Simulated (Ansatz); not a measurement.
```xyz
13

C    -1.192   -2.043    0.121
C    -1.172   -0.661   -0.451
C    -0.417    0.313   -0.031
C     0.364    1.275    0.368
C     1.725    1.602   -0.122
F    -0.052    2.120    1.344
H    -2.193   -2.289    0.489
H    -0.946   -2.781   -0.649
H    -0.484   -2.144    0.942
H    -1.853   -0.468   -1.281
H     2.446    1.552    0.698
H     2.025    0.905   -0.903
H     1.748    2.619   -0.524
```

Total charge 0; spin multiplicity 1.

(1) List the ωB97M-V/def2-TZVPP orbital energies in eV (Ansatz 0.2.0). (An estimate is asked.)

Answers

(1) The calculation gave: Occupied: -677.52, -283.79, -282.09, -281.60, -281.52, -281.48, -36.58, -25.55, -24.32, -22.33, -20.63, -18.05, -16.43, -15.97, -15.79, -14.41, -14.30, -13.87, -13.84, -13.15, -12.88, -9.92, -9.17. Lowest empty: 2.11, 2.49, 3.05, 3.65, 4.06, 4.64, 4.78, 4.84.
